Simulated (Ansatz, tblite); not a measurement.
**SbH3: rung by rung**

Aim: run the singlet of SbH3 at one geometry on many levels, and compare frontier levels, spin and run time.

Computed with Ansatz 0.2.0, Gaussian basis. Level: as each input shows.

The runs, in order: GFN1-xTB, GFN2-xTB, PBE-D4/def2-TZVP, r2SCAN-D4/def2-TZVP, r2SCAN0-D4/def2-TZVP, BLYP-D4/def2-TZVP, ωB97X-V/def2-TZVP, ωB97M-V/def2-TZVP, r2SCANh-D4/def2-TZVP, B97M-V/def2-TZVP, HSE06-D4/def2-TZVP, LDA/def2-TZVP, BHLYP-D4/def2-TZVP, PBE-QIDH/def2-TZVP, B2PLYP/def2-TZVP, revPBE-D4/def2-TZVP, HF/def2-TZVP, B3LYP-D4/def2-TZVP, CAM-B3LYP-D4/def2-TZVP, LC-ωPBE/def2-TZVP, PBE-D4/def2-SVP, PBE0-D4/def2-SVP, CCSD(T)/def2-TZVPP, MP2/def2-TZVP, RPA/def2-TZVP, MP2/def2-QZVPP.

5 further runs of the same task are left out: 2 that didn't finish, 3 set aside as unsound or not needed.

## 1. The geometry

The singlet was relaxed beforehand with PBE-D4/def2-TZVP.

4 atoms, charge 0, spin multiplicity 1.

Bond lengths: Sb1–H2 1.724 Å, Sb1–H3 1.724 Å, Sb1–H4 1.724 Å. Angles: H2–Sb1–H3 90.6°, H2–Sb1–H4 90.6°, H3–Sb1–H4 90.6°.

Sb takes a core potential in the def2 sets. No spin-orbit coupling is included.

PBE0-D4/def2-TZVP was run before; its log isn't repeated, and its numbers join the tables.

## 2. GFN1-xTB

Tight binding, by tblite at 300 K electronic temperature and without a spin-polarisation term:

```python
tblite.interface.Calculator('GFN1-xTB', numbers, positions, charge=0, uhf=0).singlepoint()
```

Energy -112.2085 eV, HOMO -11.73 eV, LUMO -5.77 eV; 0.002 s.

## 3. GFN2-xTB

Tight binding, by tblite at 300 K electronic temperature and without a spin-polarisation term:

```python
tblite.interface.Calculator('GFN2-xTB', numbers, positions, charge=0, uhf=0).singlepoint()
```

Energy -100.8125 eV, HOMO -10.39 eV, LUMO -5.76 eV; 0.001 s.

## 4. PBE-D4/def2-TZVP

start.molden holds the orbitals of an earlier run on this state, given as this run's starting guess.

The input, in.yaml:

```yaml
crystal:
  periodic: [false, false, false]
  atoms:
    - {symbol: Sb, position_ang: [-0.005344, 0.005462, 0.738926]}
    - {symbol: H, position_ang: [1.416503, -0.029903, -0.235875]}
    - {symbol: H, position_ang: [-0.681192, 1.237419, -0.260405]}
    - {symbol: H, position_ang: [-0.729967, -1.212978, -0.242647]}
basis:
  gaussian: {orbitals: def2-TZVP, initial_orbitals: start.molden}
hamiltonian: {xc: pbe, dispersion: d4}
scf: {omitted_lower_state_checks: [starts]}
output: {orbitals: {seedname: orbitals}}
```

Command:

```
$ ansatz run in.yaml --threads 2 --pin off --events-out ev --progress --plain --max-ram 4352MiB
```

The runs that follow: r2SCAN-D4/def2-TZVP; r2SCAN0-D4/def2-TZVP; BLYP-D4/def2-TZVP; ωB97X-V/def2-TZVP; ωB97M-V/def2-TZVP; r2SCANh-D4/def2-TZVP; B97M-V/def2-TZVP; HSE06-D4/def2-TZVP; LDA/def2-TZVP; BHLYP-D4/def2-TZVP; PBE-QIDH/def2-TZVP; B2PLYP/def2-TZVP; revPBE-D4/def2-TZVP; HF/def2-TZVP; B3LYP-D4/def2-TZVP; CAM-B3LYP-D4/def2-TZVP; LC-ωPBE/def2-TZVP; PBE-D4/def2-SVP; PBE0-D4/def2-SVP; CCSD(T)/def2-TZVPP; MP2/def2-TZVP; RPA/def2-TZVP; MP2/def2-QZVPP.

Before running them: what should the planned runs give, taken together? Wanted: gap in def2-TZVP, named functionals and Hartree-Fock, smallest and largest; correlation energy, CCSD(T)/def2-TZVPP; correlation energy, MP2/def2-TZVP; correlation energy, MP2/def2-QZVPP; binding an atom, CCSD(T)/def2-TZVPP; PBE0 total energy, smallest basis above largest.

**Answer**, as computed:

| quantity | value |
| --- | --- |
| gap in def2-TZVP, named functionals and Hartree-Fock, smallest and largest | 5.56 eV (BLYP-D4), 12.34 eV (HF) |
| correlation energy, CCSD(T)/def2-TZVPP | -10.58 eV |
| correlation energy, MP2/def2-TZVP | -9.69 eV |
| correlation energy, MP2/def2-QZVPP | -16.51 eV |
| binding an atom, CCSD(T)/def2-TZVPP | 2.086 eV |
| PBE0 total energy, smallest basis above largest | 0.28 eV (def2-SVP, def2-TZVP) |

**Reading.** Orbital gaps of the named functionals and Hartree-Fock in def2-TZVP span 5.56 eV (BLYP-D4) to 12.34 eV (HF); exact exchange widens it. The functionals in def2-TZVP miss CCSD(T)/def2-TZVPP by -0.049 (LC-ωPBE) to +0.362 eV (LDA) an atom. The reference is CCSD(T) in one finite basis, so it carries an error of its own, often a tenth of an eV or more, and near misses can't be ranked.
